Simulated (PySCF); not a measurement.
# Working with the constants of BCl

RHF-CCSD(T) constants of BCl, ¹Σ⁺ (singlet), closed shell (PySCF, no relativity, basis sets B def2-SVP, Cl def2-SVP; masses 11.0093 and 34.9689 u):

- ωe: 888.6 cm⁻¹
- ωexe: 5.56 cm⁻¹
- Be: 0.68337 cm⁻¹
- αe: 0.00639 cm⁻¹
- D (centrifugal): 1.62e-06 cm⁻¹
- De to B + Cl: 5.10 eV

Question: Estimate the standard entropy (1 bar) and heat capacity of the ideal gas at 1000 K, rigid rotor with B0 and harmonic oscillator at the fundamental.

Answer: Translation (Sackur–Tetrode, M = 45.98 u): 181.8 J/(mol K). Rotation: q = kT/(σB0) = 1020 with σ = 1, 65.9. Vibration: x = hcν0/kT = 1.26, 6.91. S° = 254.6 J/(mol K); Cp = 7R/2 + 7.29 = 36.4 J/(mol K).

Correlated steps freeze 6 core orbitals. Correlated levels converge slowly with the basis: in double zeta they bind strong bonds too weakly, by up to about 1 eV, and carry superposition errors of some tenths. Where the molecule has an RHF reference, its open-shell atoms are computed with UHF.
